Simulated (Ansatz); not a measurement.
What does this script print? It uses the Python package of Ansatz (0.2.0).

`fh2nsi.py`
```python
# -*- coding: utf-8 -*-
"""Static correlation in FH2NSi: natural occupations of an active space."""

from dataclasses import dataclass

import ansatz


@dataclass(frozen=True)
class Options:
    basis_set: str = "cc-pVDZ"


opts = Options()

GEOMETRY = """
N    -0.69870    0.27520   -0.13060
Si    0.02000   -0.77170    0.91480
F     1.50960   -0.78660    0.39350
H    -0.18000    1.22120   -0.10430
H    -0.60100   -0.01180   -1.11480
"""


def main():
    system = ansatz.Crystal.molecule()
    for line in GEOMETRY.strip().splitlines():
        symbol, *xyz = line.split()
        system = system.atom(symbol, [float(v) for v in xyz])

    job = system.calculation()
    job = job.basis(gaussian=opts.basis_set)
    job = job.correlation(active_electrons=2, active_orbitals=2)
    for method in [None]:
        r = (job if method is None else job.correlation(method)).run(threads=1, pin="off").report
        space = r["configurations"]
        state = space["states"][0]
        print(method or "casscf", f"total {r['free_energy_ev'] / 27.211386246:.6f} Ha, active-space state {state['energy']['hartree']:.6f} Ha, mean field {r['reference_energy_ev'] / 27.211386246:.6f} Ha")
        print("  determinants", state["n_determinants"], " natural occupations", [round(n, 3) for n in space["natural_occupations"]])
    print("effectively unpaired electrons, sum of min(n, 2 - n):", round(sum(min(n, 2 - n) for n in space["natural_occupations"]), 3))


if __name__ == "__main__":
    main()
```

Running `python fh2nsi.py` prints:
```text
casscf total -444.027794 Ha, active-space state -444.027794 Ha, mean field -444.006119 Ha
  determinants 4  natural occupations [1.912, 0.088]
effectively unpaired electrons, sum of min(n, 2 - n): 0.176
```

Caveats:
- Total energies depend on the basis set; only differences at equal settings carry meaning.
- The geometry is a force-field or estimated start, not a minimum of this method, and the basis set is short of its limit. The active space starts as a window about the frontier orbitals and is then optimised, not chosen by chemistry.
- Hardware and time: 1.2 s on 1 thread of Arm Neoverse V1 (shared host), peak memory 0.16 GiB.
